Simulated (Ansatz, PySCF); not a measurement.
Pair of molecules: C2H2 (SMILES C#C) (first 4 atoms) with C2H2 (SMILES C#C); geometry from S66by8 set.
(charge 0, multiplicity 1):
| atom | x (Å) | y (Å) | z (Å) |
|---|---|---|---|
| C | -0.5991 | -0.0744 | -2.1927 |
| H | -1.6611 | -0.0743 | -2.1986 |
| C | 0.6127 | -0.0745 | -2.1895 |
| H | 1.6747 | -0.0746 | -2.1897 |
| C | -0.0048 | 0.0553 | 1.5857 |
| H | -0.0014 | 0.0215 | 0.5224 |
| C | -0.0088 | 0.0936 | 2.7972 |
| H | -0.0120 | 0.1269 | 3.8581 |

Basis-set superposition error: the interaction energy with monomers in their own basis, and in the dimer's basis (counterpoise).

Codes used: Ansatz (Gaussian basis) for Hartree–Fock, density functionals and correlated methods; PySCF for M06-2X. Each number belongs to the level named beside it.

```
level                uncorrected (kcal/mol)  counterpoise (kcal/mol)  difference
-------------------  ----------------------  -----------------------  ----------
HF/aug-cc-pVDZ                        -0.78                    -0.51        0.26
HF/aug-cc-pVTZ                        -0.63                    -0.55        0.08
BLYP/def2-TZVPPD                      -0.47                    -0.39        0.08
revPBE/def2-TZVPPD                    -0.56                    -0.47        0.09
B97M-V/def2-TZVPPD                    -1.67                    -1.59        0.08
BHLYP/def2-TZVPPD                     -1.07                    -1.02        0.04
M06-2X/def2-TZVPPD                    -1.39                    -1.34        0.04
wB97M-V/def2-TZVPPD                   -1.57                    -1.51        0.06
B2PLYP/def2-TZVPPD                    -1.19                    -1.04        0.15
SCS-MP2/aug-cc-pVDZ                   -2.08                    -1.05        1.03
```

The error is largest for SCS-MP2/aug-cc-pVDZ (1.03 kcal/mol) and smallest for BHLYP/def2-TZVPPD (0.04 kcal/mol).

Ansatz is an electronic-structure program.
